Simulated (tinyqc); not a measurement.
Inside a calculation. Method: CCSD on RHF in the sto-3g basis, for H2O, spin multiplicity 1. Computed by tinyqc, a small Python program that keeps every step (integrals from PySCF). Settings: charge = 0, multiplicity = 1, basis = sto-3g, method = RHF, energy threshold = 1e-10, iteration cap = 69, orthogonalisation = symmetric, start = atomic densities, DIIS depth = 6, amplitude equations = CCSD, DIIS depth for amplitudes = 0, cap on updates = 75. Command: `OMP_NUM_THREADS=1 python tinyqc.py 28644 28645 out.jsonl` (the two numbers bound the seeds that draw the settings). One thread of a shared host (Intel(R) Xeon(R) Processor @ 2.60GHz), about 0.2 s of CPU time with the checks. The early iterations of the SCF are left out here.

## One-electron integrals

Geometry (angstrom):
```
atom        x         y        z
O     0.00000   0.00000  0.00000
H     0.00000   0.70600  0.69500
H     0.00000  -0.70600  0.69500
```

Basis sto-3g: exponents (1/bohr^2) and contraction coefficients of normalised primitives:
```
element  l (shell)   exponent  coefficient
O            s (1)  130.70932      0.15433
O            s (1)   23.80886      0.53533
O            s (1)    6.44361      0.44463
O            s (2)    5.03315     -0.09997
O            s (2)    1.16960      0.39951
O            s (2)    0.38039      0.70012
O            p (3)    5.03315      0.15592
O            p (3)    1.16960      0.60768
O            p (3)    0.38039      0.39196
H            s (1)    3.42525      0.15433
H            s (1)    0.62391      0.53533
H            s (1)    0.16886      0.44463
```

Overlap, kinetic and nuclear-attraction integrals over the contracted functions; the nuclear repulsion is the sum of Za Zb / Rab.

nuclear repulsion = 8.9211985 hartree

overlap S, lower triangle:
```
          1O 1s    1O 2s   1O 2px    1O 2py   1O 2pz    2H 1s    3H 1s
1O 1s   1.00000
1O 2s   0.23670  1.00000
1O 2px  0.00000  0.00000  1.00000
1O 2py  0.00000  0.00000  0.00000   1.00000
1O 2pz  0.00000  0.00000  0.00000   0.00000  1.00000
2H 1s   0.04985  0.45309  0.00000   0.27193  0.26769  1.00000
3H 1s   0.04985  0.45309  0.00000  -0.27193  0.26769  0.29080  1.00000
```

kinetic energy T (hartree), lower triangle:
```
           1O 1s    1O 2s   1O 2px    1O 2py   1O 2pz    2H 1s    3H 1s
1O 1s   29.00320
1O 2s   -0.16801  0.80813
1O 2px   0.00000  0.00000  2.52873
1O 2py   0.00000  0.00000  0.00000   2.52873
1O 2pz   0.00000  0.00000  0.00000   0.00000  2.52873
2H 1s   -0.00462  0.11312  0.00000   0.18468  0.18180  0.76003
3H 1s   -0.00462  0.11312  0.00000  -0.18468  0.18180  0.01835  0.76003
```

nuclear attraction V (hartree), lower triangle:
```
            1O 1s      1O 2s    1O 2px     1O 2py     1O 2pz     2H 1s     3H 1s
1O 1s   -61.68676
1O 2s    -7.43595  -10.10879
1O 2px    0.00000    0.00000  -9.95841
1O 2py    0.00000    0.00000   0.00000  -10.07585
1O 2pz   -0.02033   -0.24193   0.00000    0.00000  -10.07222
2H 1s    -1.60964   -3.65711   0.00000   -1.94069   -1.99751  -5.73618
3H 1s    -1.60964   -3.65711   0.00000    1.94069   -1.99751  -1.79329  -5.73618
```

core Hamiltonian H = T + V (hartree), lower triangle:
```
            1O 1s     1O 2s    1O 2px    1O 2py    1O 2pz     2H 1s     3H 1s
1O 1s   -32.68356
1O 2s    -7.60396  -9.30066
1O 2px    0.00000   0.00000  -7.42968
1O 2py    0.00000   0.00000   0.00000  -7.54712
1O 2pz   -0.02033  -0.24193   0.00000   0.00000  -7.54349
2H 1s    -1.61426  -3.54399   0.00000  -1.75601  -1.81571  -4.97614
3H 1s    -1.61426  -3.54399   0.00000   1.75601  -1.81571  -1.77494  -4.97614
```

## Two-electron integrals

Functions are numbered as in S; the eight-fold symmetry (ij|kl) = (ji|kl) = (kl|ij) leaves the list below.

Two-electron integrals (ij|kl) in chemists' order, unique and non-zero (hartree):
```
(11|11) 4.78507    (21|11) 0.74138    (21|21) 0.13687    (22|11) 1.11895
(22|21) 0.25663    (22|22) 0.81721    (31|31) 0.02448    (32|31) 0.03781
(32|32) 0.18052    (33|11) 1.11581    (33|21) 0.25668    (33|22) 0.81702
(33|33) 0.88016    (41|41) 0.02448    (42|41) 0.03781    (42|42) 0.18052
(43|43) 0.04744    (44|11) 1.11581    (44|21) 0.25668    (44|22) 0.81702
(44|33) 0.78527    (44|44) 0.88016    (51|51) 0.02448    (52|51) 0.03781
(52|52) 0.18052    (53|53) 0.04744    (54|54) 0.04744    (55|11) 1.11581
(55|21) 0.25668    (55|22) 0.81702    (55|33) 0.78527    (55|44) 0.78527
(55|55) 0.88016    (61|11) 0.15849    (61|21) 0.02901    (61|22) 0.05403
(61|33) 0.05392    (61|41) 0.00095    (61|42) 0.00178    (61|44) 0.05408
(61|51) 0.00094    (61|52) 0.00176    (61|54) 0.00016    (61|55) 0.05408
(61|61) 0.00623    (62|11) 0.38085    (62|21) 0.08842    (62|22) 0.31119
(62|33) 0.30594    (62|41) 0.00472    (62|42) 0.03591    (62|44) 0.31379
(62|51) 0.00465    (62|52) 0.03535    (62|54) 0.00772    (62|55) 0.31355
(62|61) 0.01910    (62|62) 0.14602    (63|31) 0.00931    (63|32) 0.05398
(63|43) 0.00748    (63|53) 0.00737    (63|63) 0.02095    (64|11) 0.19401
(64|21) 0.04563    (64|22) 0.17150    (64|33) 0.16369    (64|41) 0.01145
(64|42) 0.07276    (64|44) 0.18285    (64|51) 0.00211    (64|52) 0.01848
(64|54) 0.01149    (64|55) 0.16775    (64|61) 0.01030    (64|62) 0.09774
(64|64) 0.08563    (65|11) 0.19099    (65|21) 0.04492    (65|22) 0.16883
(65|33) 0.16114    (65|41) 0.00211    (65|42) 0.01848    (65|44) 0.16527
(65|51) 0.01138    (65|52) 0.07217    (65|54) 0.01154    (65|55) 0.17988
(65|61) 0.01014    (65|62) 0.09622    (65|64) 0.06368    (65|65) 0.08363
(66|11) 0.51649    (66|21) 0.12187    (66|22) 0.49138    (66|33) 0.47144
(66|41) 0.00853    (66|42) 0.08901    (66|44) 0.50151    (66|51) 0.00840
(66|52) 0.08762    (66|54) 0.02960    (66|55) 0.50058    (66|61) 0.02656
(66|62) 0.28860    (66|64) 0.22060    (66|65) 0.21716    (66|66) 0.77461
(71|11) 0.15849    (71|21) 0.02901    (71|22) 0.05403    (71|33) 0.05392
(71|41) -0.00095   (71|42) -0.00178   (71|44) 0.05408    (71|51) 0.00094
(71|52) 0.00176    (71|54) -0.00016   (71|55) 0.05408    (71|61) 0.00615
(71|62) 0.01860    (71|64) 0.00914    (71|65) 0.00988    (71|66) 0.02563
(71|71) 0.00623    (72|11) 0.38085    (72|21) 0.08842    (72|22) 0.31119
(72|33) 0.30594    (72|41) -0.00472   (72|42) -0.03591   (72|44) 0.31379
(72|51) 0.00465    (72|52) 0.03535    (72|54) -0.00772   (72|55) 0.31355
(72|61) 0.01860    (72|62) 0.12252    (72|64) 0.05600    (72|65) 0.07880
(72|66) 0.20365    (72|71) 0.01910    (72|72) 0.14602    (73|31) 0.00931
(73|32) 0.05398    (73|43) -0.00748   (73|53) 0.00737    (73|63) 0.01713
(73|73) 0.02095    (74|11) -0.19401   (74|21) -0.04563   (74|22) -0.17150
(74|33) -0.16369   (74|41) 0.01145    (74|42) 0.07276    (74|44) -0.18285
(74|51) -0.00211   (74|52) -0.01848   (74|54) 0.01149    (74|55) -0.16775
(74|61) -0.00914   (74|62) -0.05600   (74|64) -0.00881   (74|65) -0.03516
(74|66) -0.08096   (74|71) -0.01030   (74|72) -0.09774   (74|74) 0.08563
(75|11) 0.19099    (75|21) 0.04492    (75|22) 0.16883    (75|33) 0.16114
(75|41) -0.00211   (75|42) -0.01848   (75|44) 0.16527    (75|51) 0.01138
(75|52) 0.07217    (75|54) -0.01154   (75|55) 0.17988    (75|61) 0.00988
(75|62) 0.07880    (75|64) 0.03516    (75|65) 0.06705    (75|66) 0.14422
(75|71) 0.01014    (75|72) 0.09622    (75|74) -0.06368   (75|75) 0.08363
(76|11) 0.17481    (76|21) 0.04102    (76|22) 0.15805    (76|33) 0.15388
(76|44) 0.15635    (76|51) 0.00329    (76|52) 0.03034    (76|55) 0.16374
(76|61) 0.00880    (76|62) 0.07601    (76|64) 0.04364    (76|65) 0.05630
(76|66) 0.15993    (76|71) 0.00880    (76|72) 0.07601    (76|74) -0.04364
(76|75) 0.05630    (76|76) 0.04896    (77|11) 0.51649    (77|21) 0.12187
(77|22) 0.49138    (77|33) 0.47144    (77|41) -0.00853   (77|42) -0.08901
(77|44) 0.50151    (77|51) 0.00840    (77|52) 0.08762    (77|54) -0.02960
(77|55) 0.50058    (77|61) 0.02563    (77|62) 0.20365    (77|64) 0.08096
(77|65) 0.14422    (77|66) 0.36484    (77|71) 0.02656    (77|72) 0.28860
(77|74) -0.22060   (77|75) 0.21716    (77|76) 0.15993    (77|77) 0.77461
```

## Orthogonalisation

S = U s U^T; symmetric (Loewdin) form X = U s^(-1/2) U^T, so that X^T S X = 1.

eigenvalues of S: 0.36562  0.44347  0.87602  1.00000  1.10854  1.26573  1.94062

X, lower triangle:
```
           1O 1s     1O 2s   1O 2px    1O 2py    1O 2pz     2H 1s    3H 1s
1O 1s    1.02401
1O 2s   -0.14116   1.21669
1O 2px   0.00000   0.00000  1.00000
1O 2py   0.00000   0.00000  0.00000   1.08689
1O 2pz  -0.01064   0.11267  0.00000   0.00000   1.06518
2H 1s    0.02069  -0.26945  0.00000  -0.20266  -0.15641   1.19380
3H 1s    0.02069  -0.26945  0.00000   0.20266  -0.15641  -0.10981  1.19380
```

## Iteration 8 (converged): orbitals

converged F (hartree), lower triangle:
```
            1O 1s     1O 2s    1O 2px    1O 2py    1O 2pz     2H 1s     3H 1s
1O 1s   -20.25164
1O 2s    -5.16513  -2.44524
1O 2px    0.00000   0.00000  -0.39755
1O 2py    0.00000   0.00000   0.00000  -0.28822
1O 2pz   -0.02901  -0.12681   0.00000   0.00000  -0.34157
2H 1s    -1.10563  -0.97438   0.00000  -0.35642  -0.40553  -0.54946
3H 1s    -1.10563  -0.97438   0.00000   0.35642  -0.40553  -0.41922  -0.54946
```

Diagonalise F' = X^T F X, C = X C', fill 5 alpha and 5 beta electrons from the bottom; D = 2 C_occ C_occ^T. Each column has its largest component positive (the first on a tie).

F' = X^T F X (hartree), lower triangle:
```
           1         2         3         4         5         6        7
1  -19.87374
2   -2.69017  -1.26917
3    0.00000   0.00000  -0.39755
4    0.00000   0.00000   0.00000  -0.03716
5   -0.05858   0.12113   0.00000   0.00000  -0.15409
6   -0.16353  -0.47824   0.00000  -0.43638  -0.35838   0.00635
7   -0.16353  -0.47824   0.00000   0.43638  -0.35838  -0.12527  0.00635
```

orbital energies (hartree): MO1 -20.26025, MO2 -1.26607, MO3 -0.57565, MO4 -0.48009, MO5 -0.39755, MO6 0.59049, MO7 0.67011

coefficients C:
```
             MO1       MO2       MO3       MO4      MO5       MO6       MO7
1O 1s    0.99424  -0.23294   0.00000   0.10937  0.00000  -0.12142   0.00000
1O 2s    0.02567   0.84176   0.00000  -0.56274  0.00000   0.79516   0.00000
1O 2px   0.00000   0.00000   0.00000   0.00000  1.00000   0.00000   0.00000
1O 2py   0.00000   0.00000   0.63053   0.00000  0.00000   0.00000   0.93054
1O 2pz   0.00436   0.13050   0.00000   0.72654  0.00000   0.80711   0.00000
2H 1s   -0.00545   0.15501   0.45335   0.30472  0.00000  -0.75372  -0.82780
3H 1s   -0.00545   0.15501  -0.45335   0.30472  0.00000  -0.75372   0.82780
```

D after iteration 8, lower triangle:
```
           1O 1s     1O 2s   1O 2px    1O 2py   1O 2pz     2H 1s    3H 1s
1O 1s    2.10949
1O 2s   -0.46420   2.05178
1O 2px   0.00000   0.00000  2.00000
1O 2py   0.00000   0.00000  0.00000   0.79513
1O 2pz   0.10679  -0.59779  0.00000   0.00000  1.08982
2H 1s   -0.01641  -0.08227  0.00000   0.57170  0.48320   0.64487
3H 1s   -0.01641  -0.08227  0.00000  -0.57170  0.48320  -0.17722  0.64487
```

## Convergence

Stop when the energy changes by less than 1e-10 hartree and every element of the error matrix X^T (F D S - S D F) X is below 3e-06.

Course of the cycle:
```
iteration  E (hartree)     change  largest element of the error matrix
1          -75.4319368          -                             1.28e+00
2          -74.9199684   5.12e-01                             1.97e-01
3          -74.9612732  -4.13e-02                             2.21e-02
4          -74.9619546  -6.81e-04                             4.15e-03
5          -74.9619859  -3.13e-05                             3.95e-04
6          -74.9619864  -5.17e-07                             2.46e-05
7          -74.9619864  -1.92e-09                             5.43e-08
8          -74.9619864    0.00000                             1.82e-10
```

PySCF RHF in the same basis = -74.9619864 hartree

Converged in 8 iterations.

## Integrals over molecular orbitals

(pq|rs) = sum C_ip C_jq C_kr C_ls (ij|kl), one index at a time.

one-electron integrals over orbitals h = C^T H C (hartree), lower triangle:
```
           1         2         3         4         5         6         7
1  -32.66632
2    0.55574  -7.64985
3    0.00000   0.00000  -6.32414
4   -0.25042   0.48270   0.00000  -6.83358
5    0.00000   0.00000   0.00000   0.00000  -7.42968
6    0.27669  -1.34625   0.00000  -1.18012   0.00000  -5.46190
7    0.00000   0.00000  -1.67392   0.00000   0.00000   0.00000  -5.51170
```

Two-electron integrals over orbitals (pq|rs), unique and non-zero (hartree):
```
(11|11) 4.74531    (21|11) -0.41694   (21|21) 0.05826    (22|11) 1.00474
(22|21) -0.01295   (22|22) 0.72954    (31|31) 0.01159    (32|31) 0.01814
(32|32) 0.14030    (33|11) 0.80571    (33|21) -0.00459   (33|22) 0.64618
(33|33) 0.63110    (41|11) 0.19465    (41|21) -0.02419   (41|22) 0.01621
(41|33) 0.00673    (41|41) 0.02727    (42|11) -0.14495   (42|21) 0.00955
(42|22) -0.00146   (42|33) 0.00403    (42|41) 0.01657    (42|42) 0.12415
(43|31) -0.00412   (43|32) 0.01827    (43|43) 0.05094    (44|11) 0.96616
(44|21) -0.01304   (44|22) 0.66264    (44|33) 0.59282    (44|41) -0.00980
(44|42) -0.09987   (44|44) 0.74595    (51|51) 0.02602    (52|51) 0.03244
(52|52) 0.14447    (53|53) 0.02899    (54|51) -0.01420   (54|52) -0.05008
(54|54) 0.05566    (55|11) 1.11534    (55|21) -0.01172   (55|22) 0.74715
(55|33) 0.62990    (55|41) 0.00547    (55|42) -0.07777   (55|44) 0.71117
(55|55) 0.88016    (61|11) -0.21807   (61|21) 0.03331    (61|22) 0.00087
(61|33) 0.00092    (61|41) 0.00026    (61|42) 0.02122    (61|44) -0.01933
(61|55) -0.00570   (61|61) 0.03061    (62|11) 0.29747    (62|21) -0.00582
(62|22) 0.14332    (62|33) 0.08078    (62|41) 0.01900    (62|42) 0.02059
(62|44) 0.07328    (62|55) 0.15396    (62|61) 0.00979    (62|62) 0.10288
(63|31) 0.00374    (63|32) -0.02882   (63|43) -0.02783   (63|63) 0.06244
(64|11) 0.24210    (64|21) -0.00311   (64|22) 0.10087    (64|33) 0.04826
(64|41) -0.00017   (64|42) -0.05130   (64|44) 0.13028    (64|55) 0.13039
(64|61) -0.00288   (64|62) 0.05720    (64|64) 0.08492    (65|51) 0.01437
(65|52) 0.05487    (65|54) 0.00038    (65|65) 0.03744    (66|11) 0.82717
(66|21) -0.00727   (66|22) 0.62455    (66|33) 0.57493    (66|41) 0.02035
(66|42) 0.05127    (66|44) 0.55902    (66|55) 0.59968    (66|61) 0.00976
(66|62) 0.10380    (66|64) 0.04817    (66|66) 0.60828    (71|31) 0.01494
(71|32) 0.02197    (71|43) -0.00544   (71|63) 0.00425    (71|71) 0.01930
(72|31) 0.01392    (72|32) 0.04030    (72|43) -0.03778   (72|63) 0.03528
(72|71) 0.01708    (72|72) 0.06187    (73|11) 0.35909    (73|21) -0.00742
(73|22) 0.13524    (73|33) 0.08991    (73|41) -0.00075   (73|42) -0.08535
(73|44) 0.14599    (73|55) 0.18963    (73|61) -0.00709   (73|62) 0.07324
(73|64) 0.09165    (73|66) 0.04068    (73|73) 0.15848    (74|31) -0.01006
(74|32) -0.08052   (74|43) -0.00285   (74|63) 0.04426    (74|71) -0.01280
(74|72) -0.01413   (74|74) 0.07422    (75|53) 0.02348    (75|75) 0.02325
(76|31) 0.00833    (76|32) 0.09003    (76|43) 0.05049    (76|63) -0.05433
(76|71) 0.01022    (76|72) -0.01345   (76|74) -0.06023   (76|76) 0.10811
(77|11) 0.83633    (77|21) -0.00842   (77|22) 0.61577    (77|33) 0.60513
(77|41) 0.00459    (77|42) -0.00866   (77|44) 0.59141    (77|55) 0.61081
(77|61) -0.00365   (77|62) 0.06399    (77|64) 0.03910    (77|66) 0.56912
(77|73) 0.07824    (77|77) 0.60816
```

## CCSD: starting amplitudes

t_ij^ab = <ij||ab> / (e_i + e_j - e_a - e_b), whose energy is MP2.

Starting amplitudes (spin orbitals 1a, 1b, ...; amplitudes related by a flip of all spins are not repeated; the 24 largest):
```
from      to         t
3a 3b  7a 7b  -0.06361
4a 4b  6a 6b  -0.03966
3a 4b  6b 7a   0.03957
4a 4b  7a 7b  -0.03226
2a 2b  6a 6b  -0.02771
3a 3b  6a 6b  -0.02677
2a 3b  6a 7b  -0.02361
3a 4a  6a 7a   0.02046
2a 4b  6a 6b  -0.01954
3a 4b  6a 7b  -0.01911
5a 5b  6a 6b  -0.01895
2a 2b  7a 7b  -0.01598
2a 3a  6a 7a  -0.01223
2a 3b  6b 7a   0.01137
5a 5b  7a 7b  -0.01089
2a 4b  7a 7b   0.00458
1a 2b  7a 7b  -0.00075
1a 1b  6a 6b  -0.00073
1a 4b  7a 7b   0.00058
1a 3a  6a 7a   0.00051
1a 1b  7a 7b  -0.00046
1a 2b  6a 6b  -0.00043
1a 3b  6a 7b   0.00032
1a 3b  6b 7a   0.00019
```

correlation energy = -0.0408511 hartree

## CCSD: amplitude update 1

t_i^a D_i^a and t_ij^ab D_ij^ab are set to the remaining terms of the spin-orbital equations, evaluated with the old amplitudes; for the doubles these are <ij||ab> + 1/2 <ab||ef> t_ij^ef + 1/2 <mn||ij> t_mn^ab + P(ij)P(ab) <mb||ej> t_im^ae + terms in t^2 + terms with t1, D the orbital-energy denominators.

Amplitudes after update 1 (spin orbitals 1a, 1b, ...; amplitudes related by a flip of all spins are not repeated; the 24 largest):
```
from      to         t
3a 3b  7a 7b  -0.08067
3a 4b  6b 7a   0.05034
4a 4b  6a 6b  -0.04847
4a 4b  7a 7b  -0.04186
3a 3b  6a 6b  -0.03657
2a 2b  6a 6b  -0.03192
2a 3b  6a 7b  -0.02936
3a 4b  6a 7b  -0.02898
2a 4b  6a 6b  -0.02718
5a 5b  6a 6b  -0.02357
3a 4a  6a 7a   0.02136
2a 3b  6b 7a   0.01757
2a 2b  7a 7b  -0.01715
2a 3a  6a 7a  -0.01180
5a 5b  7a 7b  -0.01144
4a        6a  -0.00618
3a        7a  -0.00377
2a 4b  7a 7b   0.00337
1a 2b  7a 7b  -0.00069
1a 1b  6a 6b  -0.00064
2a        6a   0.00053
1a 4b  7a 7b   0.00052
1a 3a  6a 7a   0.00051
1a 2b  6a 6b  -0.00041
```

correlation energy = -0.0513204 hartree

## CCSD: convergence

E_corr = 1/4 sum <ij||ab> t_ij^ab + 1/2 sum <ij||ab> t_i^a t_j^b; stop when the norm of the change is below 1e-8.

Course of the amplitude iterations:
```
update  correlation energy (hartree)  norm of the change
0                         -0.0408511                   -
1                         -0.0513204            7.26e-02
2                         -0.0545542            2.70e-02
3                         -0.0557005            1.12e-02
4                         -0.0561437            4.82e-03
5                         -0.0563241            2.15e-03
6                         -0.0563999            9.87e-04
7                         -0.0564325            4.64e-04
8                         -0.0564468            2.23e-04
9                         -0.0564531            1.09e-04
10                        -0.0564560            5.36e-05
11                        -0.0564573            2.67e-05
12                        -0.0564579            1.34e-05
13                        -0.0564582            6.74e-06
14                        -0.0564584            3.40e-06
15                        -0.0564584            1.72e-06
16                        -0.0564585            8.74e-07
17                        -0.0564585            4.44e-07
18                        -0.0564585            2.25e-07
19                        -0.0564585            1.15e-07
20                        -0.0564585            5.83e-08
21                        -0.0564585            2.97e-08
22                        -0.0564585            1.51e-08
23                        -0.0564585            7.71e-09
```

Converged amplitudes (spin orbitals 1a, 1b, ...; amplitudes related by a flip of all spins are not repeated; the 24 largest):
```
from      to         t
3a 3b  7a 7b  -0.08955
3a 4b  6b 7a   0.05631
4a 4b  6a 6b  -0.05474
4a 4b  7a 7b  -0.04761
3a 3b  6a 6b  -0.04192
3a 4b  6a 7b  -0.03776
2a 2b  6a 6b  -0.03289
2a 4b  6a 6b  -0.03141
2a 3b  6a 7b  -0.03084
5a 5b  6a 6b  -0.02572
2a 3b  6b 7a   0.02158
3a 4a  6a 7a   0.01855
2a 2b  7a 7b  -0.01633
4a        6a  -0.01248
5a 5b  7a 7b  -0.01032
2a 3a  6a 7a  -0.00926
3a        7a  -0.00489
2a 4b  7a 7b   0.00197
2a        6a   0.00192
1a 2b  7a 7b  -0.00067
1a 1b  6a 6b  -0.00063
1a 4b  7a 7b   0.00049
1a 3a  6a 7a   0.00049
1a 2b  6a 6b  -0.00041
```

CCSD total energy = -75.0184449 hartree

T1 diagnostic, norm of the one-spin t1 over sqrt(correlated electrons) = 0.00428

Converged in 23 updates.
